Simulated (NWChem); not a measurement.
System: ethylamine (C₂H₇N); SMILES CCN

NWChem input:

```
start job
memory heap 200 mb stack 900 mb global 1100 mb
geometry units angstroms
  C      1.206931     0.447993     0.032247
  C      0.074575    -0.563046    -0.091180
  N     -1.207399     0.117805     0.006325
  H      2.166925    -0.038486    -0.118952
  H      1.082436     1.229562    -0.711858
  H      1.200382     0.906933     1.018891
  H      0.206206    -1.351389     0.671213
  H      0.114905    -1.040796    -1.074438
  H     -1.970466    -0.544443    -0.080388
  H     -1.292458     0.572532     0.909886
end
basis spherical
  * library def2-svp
end
dft
  xc pbe0
  iterations 150
end
driver
  maxiter 120
end
task dft optimize
task dft freq
```

Excerpt of the output:

```
             Northwest Computational Chemistry Package (NWChem) 7.3.0
             --------------------------------------------------------

 C1  symmetry detected

                             Geometry "geometry" -> ""
                             -------------------------

 Output coordinates in angstroms (scale by  1.889725989 to convert to a.u.)

  No.       Tag          Charge          X              Y              Z
 ---- ---------------- ---------- -------------- -------------- --------------
    1 C                    6.0000     0.26306554    -1.23444492    -0.03080303
    2 C                    6.0000    -0.56733507     0.04122983     0.02166547
    3 N                    7.0000     0.30413802     1.20163623    -0.08087366
    4 H                    1.0000    -0.38412978    -2.10750225    -0.03533691
    5 H                    1.0000     0.87224932    -1.23783494    -0.93020561
    6 H                    1.0000     0.92258385    -1.29402965     0.83269014
    7 H                    1.0000    -1.18012100     0.03873442     0.94065495
    8 H                    1.0000    -1.24935043     0.07040678    -0.83312786
    9 H                    1.0000    -0.23784523     2.05828339    -0.05307803
   10 H                    1.0000     0.95326433     1.21977921     0.69934428

 Effective nuclear repulsion energy (a.u.)      83.2580775310

                                Z-matrix (autoz)
                                --------

 Units are Angstrom for bonds and degrees for angles

      Type          Name      I     J     K     L     M      Value
      ----------- --------  ----- ----- ----- ----- ----- ----------
    1 Stretch                  1     2                       1.52304
    2 Stretch                  1     4                       1.08679
    3 Stretch                  1     5                       1.08630
    4 Stretch                  1     6                       1.08818
    5 Stretch                  2     3                       1.45483
    6 Stretch                  2     7                       1.10456
    7 Stretch                  2     8                       1.09392
    8 Stretch                  3     9                       1.01408
    9 Stretch                  3    10                       1.01510
   10 Bend                     1     2     3               109.81883
   11 Bend                     1     2     7               109.22315
   12 Bend                     1     2     8               109.59353
   13 Bend                     2     1     4               110.38439
   14 Bend                     2     1     5               109.68766
   15 Bend                     2     1     6               110.42451
   16 Bend                     2     3     9               110.59202
   17 Bend                     2     3    10               110.06819
   18 Bend                     3     2     7               113.12676
   19 Bend                     3     2     8               107.28447
   20 Bend                     4     1     5               109.14714
   21 Bend                     4     1     6               108.67786
   22 Bend                     5     1     6               108.47836
   23 Bend                     7     2     8               107.71617
   24 Bend                     9     3    10               107.79443
   25 Torsion                  1     2     3     9         179.63990
   26 Torsion                  1     2     3    10         -61.35946
   27 Torsion                  3     2     1     4        -175.46545
   28 Torsion                  3     2     1     5         -55.16138
   29 Torsion                  3     2     1     6          64.34030
   30 Torsion                  4     1     2     7          59.93667
   31 Torsion                  4     1     2     8         -57.85106
   32 Torsion                  5     1     2     7        -179.75926
   33 Torsion                  5     1     2     8          62.45301
   34 Torsion                  6     1     2     7         -60.25759
   35 Torsion                  6     1     2     8        -178.04532
   36 Torsion                  7     2     3     9         -58.05146
   37 Torsion                  7     2     3    10          60.94918
   38 Torsion                  8     2     3     9          60.59730
   39 Torsion                  8     2     3    10         179.59793

                           NWChem Geometry Optimization
                           ----------------------------

 maximum gradient threshold         (gmax) =   0.000450
 rms gradient threshold             (grms) =   0.000300
 maximum cartesian step threshold   (xmax) =   0.001800
 rms cartesian step threshold       (xrms) =   0.001200
 fixed trust radius                (trust) =   0.300000
 source of zmatrix                         =   autoz

          -------------------
          Energy Minimization
          -------------------

 Using diagonal initial Hessian
 Scaling for Hessian diagonals: bonds = 1.00  angles = 0.25  torsions = 0.10

          --------
          Step   0

                                 NWChem DFT Module
                                 -----------------

 Summary of "ao basis" -> "ao basis" (spherical)
 ------------------------------------------------------------------------------
       Tag                 Description            Shells   Functions and Types
 ---------------- ------------------------------  ------  ---------------------
 C                          def2-svp                 6       14   3s2p1d
 N                          def2-svp                 6       14   3s2p1d
 H                          def2-svp                 3        5   2s1p

[...]

      ----------------------
      Optimization converged
      ----------------------

  Step       Energy      Delta E   Gmax     Grms     Xrms     Xmax
  ---- ---------------- -------- -------- -------- -------- --------
@   13    -134.90756634 -5.1D-08  0.00002  0.00000  0.00018  0.00037
                                     ok       ok       ok       ok

                                Z-matrix (autoz)
                                --------

 Units are Angstrom for bonds and degrees for angles

[...]

 Rotational Constants
 --------------------
 A=   1.097201 cm-1  (  1.578593 K)
 B=   0.299289 cm-1  (  0.430601 K)
 C=   0.263158 cm-1  (  0.378618 K)

 Temperature                      =   298.15K
 frequency scaling parameter      =   1.0000

 Zero-Point correction to Energy  =   58.355 kcal/mol  (  0.092995 au)
 Thermal correction to Energy     =   61.097 kcal/mol  (  0.097364 au)
 Thermal correction to Enthalpy   =   61.689 kcal/mol  (  0.098308 au)

 Total Entropy                    =   64.702 cal/mol-K
   - Translational                =   37.325 cal/mol-K (mol. weight =  45.0578)
   - Rotational                   =   22.440 cal/mol-K (symmetry #  =        1)
   - Vibrational                  =    4.937 cal/mol-K

 Cv (constant volume heat capacity) =   14.191 cal/mol-K
   - Translational                  =    2.979 cal/mol-K
   - Rotational                     =    2.979 cal/mol-K
   - Vibrational                    =    8.232 cal/mol-K

[normal modes left out]

 ----------------------------------------------------------------------------
 Normal Eigenvalue ||           Projected Infra Red Intensities
  Mode   [cm**-1]  || [atomic units] [(debye/angs)**2] [(KM/mol)] [arbitrary]
 ------ ---------- || -------------- ----------------- ---------- -----------
    1       -0.000 ||    0.001757           0.041         1.713       1.026
    2       -0.000 ||    0.002341           0.054         2.282       1.367
    3       -0.000 ||    0.000460           0.011         0.448       0.269
    4       -0.000 ||    0.000870           0.020         0.848       0.508
    5       -0.000 ||    0.000206           0.005         0.201       0.120
    6       -0.000 ||    0.000185           0.004         0.180       0.108
    7      252.767 ||    0.026815           0.619        26.140      15.656
    8      286.370 ||    0.017225           0.397        16.792      10.057
    9      418.548 ||    0.012534           0.289        12.219       7.318
   10      803.149 ||    0.041392           0.955        40.351      24.167
   11      846.506 ||    0.107754           2.486       105.044      62.914
   12      922.974 ||    0.000840           0.019         0.819       0.490
   13     1010.282 ||    0.000969           0.022         0.944       0.566
   14     1143.109 ||    0.008203           0.189         7.997       4.789
   15     1148.996 ||    0.020831           0.481        20.307      12.162
   16     1257.666 ||    0.001949           0.045         1.900       1.138
   17     1329.265 ||    0.007352           0.170         7.167       4.292
   18     1376.352 ||    0.001740           0.040         1.696       1.016
   19     1432.992 ||    0.024913           0.575        24.286      14.546
   20     1459.053 ||    0.007304           0.169         7.120       4.264
   21     1472.672 ||    0.002055           0.047         2.003       1.200
   22     1499.221 ||    0.001636           0.038         1.595       0.955
   23     1637.919 ||    0.025760           0.594        25.112      15.040
   24     2957.559 ||    0.101978           2.353        99.413      59.542
   25     3051.539 ||    0.018106           0.418        17.650      10.571
   26     3077.573 ||    0.027427           0.633        26.737      16.014
   27     3141.099 ||    0.030971           0.715        30.192      18.083
   28     3163.028 ||    0.018708           0.432        18.238      10.923
   29     3532.856 ||    0.000509           0.012         0.496       0.297
   30     3617.900 ||    0.001029           0.024         1.003       0.601
 ----------------------------------------------------------------------------
```

Level: PBE0/def2-SVP.
